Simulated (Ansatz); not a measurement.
# CH5MgSi: the cost of one run

All numbers below are computed with Ansatz 0.2.0 (RKS PBE/def2-SVP).

**1. The starting structure**

Bond lengths: C1–Mg2 2.088 Å, Mg2–Si3 2.612 Å, C1–H4 1.103 Å, C1–H5 1.103 Å, Si3–H6 1.478 Å, Si3–H7 1.477 Å, Si3–H8 1.472 Å. Angles: C1–Mg2–Si3 168.7°, Mg2–C1–H4 109.8°, Mg2–C1–H5 109.8°, H4–C1–H5 105.8°, Mg2–Si3–H6 98.6°, Mg2–Si3–H7 100.1°, Mg2–Si3–H8 112.4°, H6–Si3–H7 114.6°, H6–Si3–H8 114.5°, H7–Si3–H8 114.4°.

Coordinates:

```xyz
8

C    -1.9102    0.7375   -1.6361
Mg   -0.4784    0.0831   -0.2649
Si    1.6385   -0.4528    1.1687
H    -2.3645   -0.1288   -2.1449
H    -2.7359    1.2399   -1.1042
H     2.0776    0.9314    1.4417
H     2.4547   -1.1711    0.1685
H     1.3182   -1.2391    2.3713
```

**2. Relaxing the start**

The input, input.yaml:

```yaml
crystal:
  periodic: [false, false, false]
  atoms:
    - { symbol: C, position_ang: [-1.91022, 0.73752, -1.63611] }
    - { symbol: Mg, position_ang: [-0.47839, 0.0831, -0.26488] }
    - { symbol: Si, position_ang: [1.63854, -0.45284, 1.16866] }
    - { symbol: H, position_ang: [-2.36451, -0.12876, -2.1449] }
    - { symbol: H, position_ang: [-2.73591, 1.23986, -1.1042] }
    - { symbol: H, position_ang: [2.07762, 0.93141, 1.44168] }
    - { symbol: H, position_ang: [2.45472, -1.17115, 0.16849] }
    - { symbol: H, position_ang: [1.31816, -1.23914, 2.37126] }
total_charge: 1
basis:
  gaussian: { orbitals: def2-SVP }
hamiltonian:
  xc: pbe
relax:
  f_tol: 0.02
  max_steps: 40
scf:
  lower_state_search: "off"
```

The run is started by

```console
ansatz run input.yaml --threads 2 --pin off --max-ram 3072MiB --backend cpu --events-out ev --progress --plain --runs-dir out
```

Q: Estimate wall time and peak memory on 2 threads of Arm Neoverse N1, shared host.

About 16 s, with a peak of 0.12 GiB.
